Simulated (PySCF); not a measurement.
Match the calculated data to a structure.

All candidates are C4H8F2.

| technique | computed result |
| --- | --- |
| 1H NMR | chemical shifts (computed TMS as zero) by class: 5.80 (1 H), 1.67 (2 H), 1.42 (2 H), 1.01 (3 H) ppm [GIAO B97-2/pcSseg-2] |
| NMR, other nuclei | isotropic shieldings of nuclei other than C and H, by class: 306 (2 F) ppm [GIAO B97-2/pcSseg-2] |
| Rotational structure | rotational constants A, B, C: 7.855, 1.745, 1.526 GHz [PBE0-D3(BJ)/def2-TZVP] |
| 13C NMR | chemical shifts (computed TMS as zero) by class: 126.0 (1 C), 41.5 (1 C), 21.9 (1 C), 16.9 (1 C) ppm [GIAO B97-2/pcSseg-2] |
| Dipole | 2.38 D [B97-2/pcSseg-2] |

The electronic properties come from PySCF, for the isolated species, density fitting. Levels stand in brackets. Isolated species at its PBE0-D3(BJ)/def2-TZVP geometry (one conformer only). NMR classes are plain means over equivalent atoms (diastereotopic ones count apart unless rotation or inversion swaps them), as if these changed places fast.

Question: Which candidate is it?
A. `CCC(C)(F)F` (CH3CH2CF2CH3)
B. `CCCC(F)F` (CH3CH2CH2CHF2)
C. `CC(C)C(F)F` ((CH3)2CHCHF2)

Answer: B. It is `CCCC(F)F`. Numbering: `[CH3:1][CH2:2][CH2:3][CH:4]([F:5])[F:6]`. Its formula, C4H8F2, gives 0 degrees of unsaturation, so no ring and no π bond. 4 carbons fall into 4 classes; from least to most shielded: CHF2 carbon [C4] (126.0 ppm), chain CH2 carbon [C3] (41.5 ppm), chain CH2 carbon [C2] (21.9 ppm), methyl carbon [C1] (16.9 ppm). Hydrogen classes from least to most shielded: 1 H on a CHF2 carbon, C4 (5.80 ppm), 2 H on a chain CH2 carbon, C3 (1.67 ppm), 2 H on a chain CH2 carbon, C2 (1.42 ppm), 3 H on a methyl carbon, C1 (1.01 ppm). The other shieldings belong to: 306 ppm, fluorine of a CF2 group [F5/F6]. The optimised geometry has point group C1 and is an asymmetric top.

The others, at the same levels:
- `CC(C)C(F)F` fails: it has 3 carbon classes against 4; its computed 13C shifts are 127.3 (1 C), 37.7 (1 C), 16.6 (2 C) ppm, 1H shifts are 5.79 (1 H), 1.84 (1 H), 1.02 (6 H) ppm and rotational constant A is 4.714 GHz (against 7.855 GHz).
- `CCC(C)(F)F` fails: its computed 13C shifts are 132.6 (1 C), 35.6 (1 C), 23.0 (1 C), 11.1 (1 C) ppm, 1H shifts are 1.80 (2 H), 1.44 (3 H), 1.01 (3 H) ppm and rotational constant A is 4.805 GHz (against 7.855 GHz).

Each candidate is one conformer, not necessarily the lowest. The conformers computed, where there is a choice (atom-mapped SMILES and torsion angles):
- `[CH3:1][CH2:2][CH2:3][CH:4]([F:5])[F:6]`: C1–C2–C3–C4 180°, C2–C3–C4–F5 64°
- `[CH3:1][CH:2]([CH3:3])[CH:4]([F:5])[F:6]`: C1–C2–C4–F5 -59°
- `[CH3:1][CH2:2][C:3]([CH3:4])([F:5])[F:6]`: C1–C2–C3–C4 60°
